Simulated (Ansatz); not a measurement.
Task: a ladder of methods at one geometry of ClHMg, SMILES [MgH][Cl], with the Python package of Ansatz (0.2.0). Give the script and its output. Level of theory (for the species named): MP2, cc-pVDZ basis, multiplicity 1. The script varies method: mp2, ccsd, ccsd_t, bccd_t.

```xyz
3

Mg   -0.1349   -0.0267   -0.0851
Cl    1.8941   -0.2739    1.0097
H    -1.7702    0.2358   -0.9378
```

The script, `methods.py`:
```python
# -*- coding: utf-8 -*-
'''ClHMg at several levels of theory.'''

import ansatz as az

params = {
    'basis': 'cc-pVDZ',
}


def main():
    clhmg = (
        az.Crystal.molecule()
        .atom('Mg', (-0.1349, -0.0267, -0.0851))
        .atom('Cl', (1.8941, -0.2739, 1.0097))
        .atom('H', (-1.7702, 0.2358, -0.9378))
    )

    calculation = (
        clhmg.calculation()
        .basis(gaussian=params['basis'])
        .accuracy('high')
        .scf(lower_state_search='standard')
    )

    methods = ['mp2', 'ccsd', 'ccsd_t', 'bccd_t']
    reports = [calculation.correlation(m).run(threads=1).report for m in methods]
    print(f'Hartree-Fock reference {reports[0]["reference_energy_ev"] / 27.211386246:.6f} Ha')
    best = reports[-1]['free_energy_ev'] - reports[-1]['reference_energy_ev']
    for method, each in zip(methods, reports):
        gained = each['free_energy_ev'] - each['reference_energy_ev']
        print(f'{method:8s} total {each["free_energy_ev"] / 27.211386246:.6f} Ha  correlation {gained:9.4f} eV  ({100 * gained / best:.1f} % of the last)')


if __name__ == '__main__':
    main()
```

`python methods.py` gives:
```text
Hartree-Fock reference -659.752938 Ha
mp2      total -659.925978 Ha  correlation   -4.7087 eV  (87.8 % of the last)
ccsd     total -659.946797 Ha  correlation   -5.2752 eV  (98.4 % of the last)
ccsd_t   total -659.949921 Ha  correlation   -5.3602 eV  (100.0 % of the last)
bccd_t   total -659.949939 Ha  correlation   -5.3607 eV  (100.0 % of the last)
```

These settings explore the input space; basis and method may be short of convergence. The geometry is a force-field or estimated start, not a minimum of this method, and the basis set is short of its limit. A lower total doesn't mark the better method: functionals have no common bound, and MP2 and coupled cluster aren't variational. Inner cores stay frozen; the shell under the valence of alkali and alkaline-earth atoms is correlated with it. For Al to Cl the sets with a tight d function, cc-pV(X+d)Z, are usual. Run time: 4.2 s on 1 thread of Arm Neoverse V2, with other jobs on the host, peak memory 0.18 GiB.
